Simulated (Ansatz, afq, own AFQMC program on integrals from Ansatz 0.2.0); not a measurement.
Integrals from Ansatz 0.2.0, then the random walk in our own AFQMC program (afq).

```yaml
crystal:
  periodic: [false, false, false]
  atoms:
    - {symbol: Si, position_ang: [0.000000, 0.032951, 0.605869]}
    - {symbol: N, position_ang: [0.000000, -0.113788, -1.088955]}
    - {symbol: H, position_ang: [0.000000, 0.663088, -1.749585]}
basis:
  gaussian: {orbitals: cc-pVDZ}
magnetization: {spin_polarized: true, initial_magnetization: 0}
correlation: {method: ccsd_t, electrons: outside_noble_gas, hamiltonian_folder: ham}
```

```sh
$ ansatz run in.yaml --threads 1 --pin off --events-out ev --progress --plain --max-ram 15360MiB --backend cuda --devices 0, --max-vram 18GiB
```

Options of the walk:

```
--method phaseless --trial cisd --walkers 4000 --populations 20 --least-time 60 --time-step 0.005 --steps-per-block 50 --equilibration-blocks 28 --max-blocks 4000 --target-error 0.00019 --factor-cut 1e-05 --start spin_pure --seed 606 --release-times 0.24,0.51,0.99,1.62,2.4 --release-step 0.03 --release-every 3 --taylor-order 6
```

Times are imaginary, in 1/Eh. The walk had a cap of 122 s. With eight or more populations the least sampling time is a fifth of least-time, and the error comes from their spread.

afq prints:

```
orbitals 31  electrons 5 5  factors 228 of 365
reference energy -343.90605822 Eh
CCSD correlation -0.27781734 Eh in 12 cycles, weight of the determinant in the CISD state 0.8450
energy of the start -344.183886 Eh
 block  time / (1/Eh)  mean weight  energy / Eh
     1     0.250  0.9999  -344.180592
     2     0.500  0.9999  -344.183710
     3     0.750  0.9997  -344.187379
     4     1.000  1.0000  -344.190779
     5     1.250  0.9997  -344.192494
     8     2.000  0.9995  -344.197526
    11     2.750  0.9999  -344.197004
    26     6.500  1.0001  -344.200284
    41    10.250  1.0002  -344.199179
    56    14.000  0.9998  -344.200629
    71    17.750  1.0001  -344.198345
    86    21.500  1.0001  -344.202049
   101    25.250  1.0002  -344.202249
   116    29.000  0.9994  -344.201403
   126    31.500  0.9999  -344.197823
   131    32.750  1.0000  -344.198914
   146    36.500  1.0003  -344.200258
   161    40.250  1.0003  -344.199957
   176    44.000  1.0000  -344.198236
   186    46.500  1.0000  -344.203397
   191    47.750  1.0001  -344.200565
   201    50.250  0.9998  -344.200372
error from the spread of 20 populations
released: time / (1/Eh)  energy / Eh  error  mean overlap
  0.24  -344.200641  0.000199  0.9986
  0.51  -344.200707  0.000166  0.9971
  0.99  -344.201114  0.000110  0.9939
  1.62  -344.200905  0.000121  0.9913
  2.40  -344.200610  0.000194  0.9935
energy -344.200522 +/- 0.000306 Eh
(rows thinned)
```

The run passed its tests (sampling time, drift between the halves within three errors, error under three times the target), which doesn't prove that it has relaxed, ending at its cap on processor time.

Against this walk (error 8.3 meV) on the same determinant: CCSD(T) 51.2 meV higher, CCSDT(Q) 26.2 meV lower, CCSDTQ 11.6 meV lower (within the noise). The error is statistical and leaves out the bias of the constraint. Released to 2.40 1/Eh the energy moves by -2 ± 10 meV (both errors), within twice the noise.

Cautions: constraint bias not in the error; error above the target (8.3 against 5.2 meV); an unrestricted solution with more broken spin lies lower (145 meV, ⟨S²⟩ 0.47), while this determinant keeps restricted orbitals; strong correlation (T1 0.036, weight of the determinant 0.84, largest double 0.12).

The walk took 2 min on 1 × NVIDIA H100 80GB HBM3 with 2 threads of AMD EPYC 7R13 Processor (Zen 3) (shared host) (the card was shared). The log's last line is the phaseless energy.

CCSDT and higher add their correlation energy to the determinant of the CCSD(T) run, since their own runs factorise the integrals more tightly (a shift of under 2 meV). A walk keeps the symmetry of its determinant, which the program's search chose and which needn't be the lowest solution, so a lower state of the same spin and another symmetry isn't excluded.
